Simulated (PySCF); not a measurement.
Below is a simulated gas-phase Cl 2p photoelectron spectrum of SiClH3 (`[H][Si]([H])([H])Cl`).

Every computed line was given a Gaussian of 0.6 eV full width at half maximum and an area set by the number of equivalent atoms (split 2:1 within a doublet); the highest printed point is 100. Method: delta-SCF UKS SCAN, pcX-2 on the ionised atom, pcseg-1 elsewhere, spin-free X2C (PySCF 2.14.0).

```json
{"binding energy (eV)": "205.4", "intensity": "1"}
{"binding energy (eV)": "205.5", "intensity": "2"}
{"binding energy (eV)": "205.6", "intensity": "6"}
{"binding energy (eV)": "205.7", "intensity": "14"}
{"binding energy (eV)": "205.8", "intensity": "28"}
{"binding energy (eV)": "205.9", "intensity": "49"}
{"binding energy (eV)": "206.0", "intensity": "73"}
{"binding energy (eV)": "206.1", "intensity": "92"}
{"binding energy (eV)": "206.2", "intensity": "100"}
{"binding energy (eV)": "206.3", "intensity": "93"}
{"binding energy (eV)": "206.4", "intensity": "74"}
{"binding energy (eV)": "206.5", "intensity": "51"}
{"binding energy (eV)": "206.6", "intensity": "30"}
{"binding energy (eV)": "206.7", "intensity": "15"}
{"binding energy (eV)": "206.8", "intensity": "7"}
{"binding energy (eV)": "206.9", "intensity": "2"}
{"binding energy (eV)": "207.0", "intensity": "1"}
{"binding energy (eV)": "207.1", "intensity": "1"}
{"binding energy (eV)": "207.2", "intensity": "2"}
{"binding energy (eV)": "207.3", "intensity": "5"}
{"binding energy (eV)": "207.4", "intensity": "10"}
{"binding energy (eV)": "207.5", "intensity": "19"}
{"binding energy (eV)": "207.6", "intensity": "30"}
{"binding energy (eV)": "207.7", "intensity": "41"}
{"binding energy (eV)": "207.8", "intensity": "49"}
{"binding energy (eV)": "207.9", "intensity": "49"}
{"binding energy (eV)": "208.0", "intensity": "43"}
{"binding energy (eV)": "208.1", "intensity": "32"}
{"binding energy (eV)": "208.2", "intensity": "20"}
{"binding energy (eV)": "208.3", "intensity": "11"}
{"binding energy (eV)": "208.4", "intensity": "5"}
{"binding energy (eV)": "208.5", "intensity": "2"}
{"binding energy (eV)": "208.6", "intensity": "1"}
{"binding energy (eV)": "208.7", "intensity": "0"}
```

**Question.** How many maxima does the curve show, and how many computed lines lie under it?

**Answer.** The curve has 2 maxima (at 206.2 and 207.9 eV). Under it lie 2 lines from 1 inequivalent chlorine site, drawn as a 2p3/2, 2p1/2 pair.

**Question.** Decompose the envelope and assign each component. Bonds: Si1–Cl2. Hydrogens: H3, H4, H5 on Si1.

**Answer.** 
```
position (eV)  relative area      line  atoms            environment
       206.20           0.67  Cl 2p3/2    Cl2  chlorine bonded to Si
       207.86           0.33  Cl 2p1/2    Cl2  chlorine bonded to Si
```

Shake-up satellites, vibrational structure and lifetime widths aren't simulated. The 2p values add to the ΔSCF energy of one spin-free hole a correction within the shell (spin–orbit coupling, ligand field). 2p1/2 minus 2p3/2 (ligand field included): Cl 1.65 eV. Geometry: PBE0-D3(BJ)/def2-SVP; no solvent, vibrations or thermal averaging.
